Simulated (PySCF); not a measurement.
## Static response to an electric field

Compound: ethylhydrazine, C₂H₈N₂.
Cartesian coordinates in Å at the GFN2-xTB level; atoms count from 1:
```
atom  x, y, z in Å
C1    -1.3269    0.3298    0.1675
C2    -0.2882   -0.7443   -0.1392
N3     0.8846   -0.1642   -0.7804
N4     1.6955    0.6428    0.0561
H5    -1.5546    0.8878   -0.7368
H6    -2.2382   -0.1296    0.5412
H7    -0.9602    1.0230    0.9222
H8    -0.7070   -1.4696   -0.8402
H9    -0.0273   -1.2781    0.7945
H10    1.4813   -0.9025   -1.1468
H11    1.2573    1.5558    0.1373
H12    1.7849    0.2484    0.9985
```

Level: wB97X-D/def2-SVPD (PySCF), static field, nuclei fixed, core orbitals frozen in the response. The polarisability tensor in these axes (au):

```
x   48.60  1.38 -0.38
y    1.38 44.09  1.29
z   -0.38  1.29 43.06
```

Problem. Give the principal values, the mean and the anisotropy Δα = √{½[(α1 − α2)² + (α2 − α3)² + (α1 − α3)²]}.

Solution. Principal values 42.00, 44.76 and 48.99 au; mean 45.25 au = 6.71 Å³ = 7.46 × 10⁻⁴⁰ C²·m²/J; Δα = 6.10 au (13 % of the mean).

Problem. What is the dipole moment, and where does it point?

Solution. (-0.96, -0.88, 1.31) D, 1.85 D in size, pointing from the negative to the positive side. Measured along this direction, the outermost atoms are H11 at the negative end and H6 at the positive end.

Problem. What would n − 1 = 2πNα be for an ideal gas of these molecules at 400 K and 1 atm, electronic part alone?

Solution. N = p/kT = 1.8347 × 10¹⁹ cm⁻³, so n − 1 = 2π × N × 6.71 × 10⁻²⁴ cm³ = 773 × 10⁻⁶ at long wavelengths.

Problem. In a dilute gas of rigid molecules at 250 K, how does the orientational term μ²/3kT compare with the electronic polarisability?

Solution. In Gaussian units μ²/3kT = 32.93 Å³ against 6.71 Å³, a ratio of 4.91; the Debye molar polarisation (4π/3)N_A(α + μ²/3kT) is 100.0 cm³/mol, leaving out the vibrational part.

Problem. Sum over states: ᾱ = Σ f/ω², ω in Eh. What share falls to these 8 lowest TDDFT singlets (eV, f)? 6.64, 0.0156; 7.03, 0.0226; 7.32, 0.0106; 7.93, 0.0200; 8.05, 0.0825; 8.16, 0.0700; 8.56, 0.0049; 8.83, 0.0111.

Solution. They add up to 2.86 au, 6.3 % of the 45.25 au; the largest single term is 0.94 au, from the state at 8.05 eV. Terms in order: 0.26, 0.34, 0.15, 0.24, 0.94, 0.78, 0.05, 0.11 au. Higher excitations give the rest. The strengths listed sum to 0.237.

Problem. Along which axes do the principal values lie, and how far do the nuclei extend along each?

Solution. Largest value along (0.96, 0.27, 0.00), where the nuclei span 4.00 Å; middle along (-0.21, 0.76, 0.62), 3.25 Å; least along (0.17, -0.59, 0.79), 2.75 Å. The response follows the extents in order.

The structure is a single GFN2-xTB conformer in the gas phase; no vibrational or solvent corrections.

wB97X-D is run here without its empirical dispersion term; that term would change no orbital, density or response property at a fixed geometry.
